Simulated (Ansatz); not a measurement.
**AlLiH₂ (singlet): wave-function methods side by side, cc-pVDZ**

How much of the correlation energy of AlLiH₂ (singlet) does each wave-function method recover here?

Program: Ansatz 0.2.0, Gaussian basis. Level of theory: cc-pVDZ, core rule «outside noble gas», up to 6 orbitals frozen. These are calculated values, not measurements.

The runs, in order: UHF; CCSD(T) on RHF; CCSD(T) on UHF; BCCD(T) on RHF; CISD; CCSDT(Q) on RHF; CCSDT(Q) on UHF; Full CI.

17 further runs of the same task are left out: 8 for a known fault of the program, 3 that didn't finish, 6 set aside as unsound or not needed. Runs told in other sessions of the task aren't counted.

## Step 1: What is computed

The geometry is a PBE0/def2-TZVP stationary point (not a proven minimum).

4 atoms, charge 0, spin multiplicity 1.

Atoms are counted from 1 here; the program's logs count them from 0.

Bond lengths: Al1–H3 1.618 Å, Al1–H4 1.618 Å. Angles: H3–Al1–H4 107.9°.

## Step 2: UHF

in.yaml reads:

```yaml
crystal:
  periodic: [false, false, false]
  atoms:
    - {symbol: Al, position_ang: [0.000000, 0.000000, 0.456228]}
    - {symbol: Li, position_ang: [0.000000, 0.000000, -2.182594]}
    - {symbol: H, position_ang: [0.000000, 1.307862, 1.408637]}
    - {symbol: H, position_ang: [0.000000, -1.307862, 1.408637]}
basis:
  gaussian: {orbitals: cc-pVDZ}
magnetization: {spin_polarized: true, initial_magnetization: 0}
hamiltonian: {xc: hf}
output: {orbitals: {seedname: orbitals}}
```

On the command line:

```sh
$ ansatz run in.yaml --threads 1 --pin off --events-out ev --progress --plain --max-ram 2393MiB
```

Further steps of the session: CCSD(T) on RHF; CCSD(T) on UHF; BCCD(T) on RHF; CISD; CCSDT(Q) on RHF; CCSDT(Q) on UHF; Full CI.

Q: Predict the results of all the runs planned. Wanted: FCI from the RHF energy; RMP2 from FCI; RCCSD from FCI; RCCSD(T) from FCI; RCCSDT(Q) from FCI; T1 diagnostic; effectively unpaired electrons.

As calculated:

| quantity | value |
| --- | --- |
| FCI from the RHF energy | -2.9027 eV |
| RMP2 from FCI | +75.8 kJ/mol |
| RCCSD from FCI | +6.7 kJ/mol |
| RCCSD(T) from FCI | +1.7 kJ/mol |
| RCCSDT(Q) from FCI | 0.0 kJ/mol |
| levels within 1 kcal/mol (43 meV) | RCCSD(T), BCCD(T), RCCSDT, RCCSDT(Q) |
| T1 diagnostic | 0.012 |
| effectively unpaired electrons | 0.09 |

**Reading.** RCCSD(T) misses by +1.7 kJ/mol, 0.6 % of the correlation energy. One determinant dominates. These misses are within one basis, not against nature.
